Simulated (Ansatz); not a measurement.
Input file:

```yaml
crystal:
  periodic: [false, false, false]
  atoms:
    - {symbol: N, position_ang: [-2.060729, 0.025300, -0.018825]}
    - {symbol: H, position_ang: [-2.358008, 0.993134, -0.018825]}
    - {symbol: H, position_ang: [-2.358008, -0.376999, 0.861435]}
    - {symbol: H, position_ang: [-1.118729, 0.025300, -0.018825]}
    - {symbol: Si, position_ang: [1.113271, 0.025300, -0.018825]}
    - {symbol: H, position_ang: [1.725452, -0.848984, 1.071187]}
    - {symbol: H, position_ang: [1.725452, -0.848984, -1.108837]}
basis:
  gaussian: {orbitals: cc-pVDZ}
magnetization: {spin_polarized: false}
correlation: {method: bccd_t, electrons: outside_noble_gas}
```

```sh
$ ansatz run in.yaml --threads 1 --pin off --events-out ev --progress --plain --max-ram 2393MiB
```

(1) Roughly how long does this take on 1 thread of Intel Xeon 6975P-C, shared host, and how much host memory?

```
534 factors; integrals over basis functions are off by at most 1.3e-3 eV
mean field evaluation 1: about -9418.4103 eV, gradient 2.9e1 eV
mean field evaluation 2: about -9418.4119 eV, gradient 2.9e1 eV
mean field evaluation 4: about -9420.4846 eV, gradient 2.1e0 eV
mean field evaluation 8: about -9420.5140 eV, gradient 2.5e-3 eV
mean field evaluation 16: about -9420.5106 eV, gradient 2.1e-1 eV
mean field -9420.51396219 eV, -346.1975026569 hartree, gradient 4.2e-6 eV, S^2 0.000000; 0 other end points of the search recorded, 0 dependent functions left out; unrestricted orbitals would lower it
6 core orbitals not correlated: weight in the atoms' cores, before any rotation towards them, 1.000 or more for the frozen orbitals, at most 0.000 for the correlated occupied ones
reference -9420.51396219 eV, -346.1975026569 hartree; 7, 7 occupied and 44, 44 virtual orbitals, 534 factors
second order -7.56914248 eV of doubles, -0.00000000 eV of singles
cycle   1  -8.38510195 eV  change   -8.2e-1 eV  update   7.2e-2
cycle   2  -8.71364189 eV  change   -3.3e-1 eV  update   2.8e-2
cycle   3  -8.73714891 eV  change   -2.4e-2 eV  update   1.0e-2
cycle   4  -8.73470380 eV  change    2.4e-3 eV  update   4.6e-3
cycle   5  -8.73448055 eV  change    2.2e-4 eV  update   1.8e-3
cycle   6  -8.73435847 eV  change    1.2e-4 eV  update   7.5e-4
cycle   7  -8.73415621 eV  change    2.0e-4 eV  update   3.1e-4
cycle   8  -8.73419092 eV  change   -3.5e-5 eV  update   1.4e-4
cycle   9  -8.73424440 eV  change   -5.3e-5 eV  update   6.5e-5
cycle  10  -8.73423021 eV  change    1.4e-5 eV  update   3.5e-5
cycle  11  -8.73423322 eV  change   -3.0e-6 eV  update   1.9e-5
cycle  12  -8.73423044 eV  change    2.8e-6 eV  update   9.6e-6
perturbative correction -0.18875010 eV, -0.0069364383 hartree
Total energy: -9429.43694274 eV, -346.5254161436 hartree
```

Results:

(1) 0.84 s wall and 0.2 GiB.
